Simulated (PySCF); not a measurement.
Compound: 2-isopropyloxirane, C5H10O.
SMILES with atom numbers: `[CH3:1][CH:2]([CH3:3])[C@H:4]1[CH2:5][O:6]1` (hydrogens: H7, H8, H9 on C1; H10 on C2; H11, H12, H13 on C3; H14 on C4; H15, H16 on C5)

Theory: PBE0-D3(BJ)/def2-SVP geometry optimisation, gas phase in PySCF 2.14.0.

Task: Give the optimised bond lengths and angles.

Result: 
```csv
bond,length (Å)
C1–C2,1.524
C2–C3,1.524
C2–C4,1.508
C4–C5,1.462
C5–O6,1.412
C4–O6,1.411
"C1–H7, C1–H8, C1–H9",1.102
C2–H10,1.105
"C3–H11, C3–H12, C3–H13",1.101
C4–H14,1.103
C5–H15,1.098
C5–H16,1.098
```

Bonds in one row agree within 0.01 Å and their mean is given. A selection of angles:
```csv
angle,degrees
C2–C1–H7,111.0
H7–C1–H8,107.4
C1–C2–C3,112.3
C1–C2–C4,110.5
C1–C2–H10,108.9
C3–C2–C4,110.2
C3–C2–H10,108.1
C4–C2–H10,106.6
C2–C3–H11,111.0
H11–C3–H12,108.0
C2–C4–C5,122.4
C2–C4–O6,116.9
C2–C4–H14,114.7
C5–C4–O6,58.8
C5–C4–H14,117.7
O6–C4–H14,114.1
C4–C5–O6,58.7
C4–C5–H15,120.0
C4–C5–H16,119.1
O6–C5–H15,115.8
O6–C5–H16,115.7
H15–C5–H16,115.2
C4–O6–C5,62.4
```

Torsions: C1–C2–C4–C5 94° (anticlinal); C2–C4–C5–O6 104° (anticlinal); C2–C4–O6–C5 -113° (anticlinal).

Of the pairs four or more bonds apart, H10···H16 is among the closest relative to their van der Waals radii: 2.46 Å, 102 % of the sum of Bondi's values. The 4 C–C bonds span 1.462 Å (C4–C5, drawn single) to 1.524 Å (C2–C3, drawn single), a spread of 0.062 Å. O6 (epoxide oxygen) is bent (angle 62.4°). The 3-membered ring C4–C5–O6 has internal angles of 58.7° to 62.4°.

Point group: C1 (no symmetry element, even within 0.4 Å). Whether it is a minimum is left open (no frequencies). The numbers are those of one conformer.
